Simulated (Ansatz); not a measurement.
# Worked example: the barrier

An elementary step of Si₂NH₈, doublet (SiNH₅ ([NH2][SiH3]) + SiH₃ → SiNH₄ ([NH2][SiH2]) + SiH₄; bonds formed: H1–Si4; bonds broken: H1–Si2). “Start” is the structure reached by relaxing down from the saddle towards the reactants; PBE0-D4/def2-TZVP structures. The saddle:

```xyz
11
angstrom
H -0.6542 -0.0387 0.0174
Si 0.6319 1.1954 0.3710
N 2.2397 0.6377 0.1189
Si -1.8382 -1.2873 -0.3511
H 0.3979 2.3601 -0.5301
H 0.4982 1.5901 1.8026
H 2.5876 0.4972 -0.8159
H 2.6579 -0.0139 0.7633
H -1.8708 -2.2915 0.7492
H -1.4597 -1.9678 -1.6217
H -3.1903 -0.6814 -0.5038
```

Program: Ansatz 0.2.0. Basis: def2-TZVPP and def2-QZVPP. Cores are frozen in the correlated methods; orbitals are unrestricted.

Energies in eV:

| quantity | saddle | start |
| --- | --- | --- |
| Hartree–Fock, triple zeta (X = 3) | -17332.31268 | -17333.24772 |
| Hartree–Fock, quadruple zeta (X = 4) | -17332.90026 | -17333.83228 |
| MP2 correlation, X = 3 | -13.17915 | -12.87097 |
| MP2 correlation, X = 4 | -14.11338 | -13.78658 |
| CCSD(T) correlation, X = 3 | -15.24170 | -14.86171 |

(1) Work out the barrier at the basis limit: extrapolate Hartree–Fock as E(X) = E∞ + A exp(−7.88 √X) and the MP2 correlation as E(X) = E∞ + B X^−2.97 (the exponents that Neese and Valeev fitted for def2-TZVPP and QZVPP), then add CCSD(T) − MP2 in triple zeta.

T1 diagnostic: at most 0.015. ⟨S²⟩ of the unrestricted Hartree–Fock references: 0.75 to 0.78 (a pure state has 0.75).

Results:

(1) Each step is linear, so take the differences first (saddle − start): Hartree–Fock 0.93504 (X = 3) and 0.93202 (X = 4); MP2 correlation -0.30818 and -0.32680; CCSD(T) correlation -0.37999.
Two points give E∞ = E(4) + w [E(4) − E(3)], with w = 1/(exp(7.88 (2 − √3)) − 1) = 0.1377 for Hartree–Fock and w = 1/((4/3)^2.97 − 1) = 0.7407 for the correlation.
Hartree–Fock: 0.93202 + 0.1377 × (-0.00302) = 0.9316 eV.
MP2 correlation: -0.32680 + 0.7407 × (-0.01862) = -0.3406 eV.
CCSD(T) − MP2: -0.37999 − (-0.30818) = -0.0718 eV.
Sum: 0.9316 + (-0.3406) + (-0.0718) = 0.5192 eV, or 11.97 kcal/mol. Plain CCSD(T) in triple zeta gives 0.5551 eV, so the larger basis shifts the result by -0.0359 eV.

Radical steps of this kind take place in plasma deposition and etching.

Labels in which every atom is bracketed show which atoms are joined, not bond orders.

For scale, one of the runs: CCSD(T)/def2-TZVPP, 227 basis functions, launched by `ansatz run in.yaml --threads 4 --pin off --events-out ev --progress --plain --max-ram 9574MiB`. The run took 12 min on 4 CPU threads of an Intel Xeon (shared host), with 3.4 GiB of host memory at its peak.
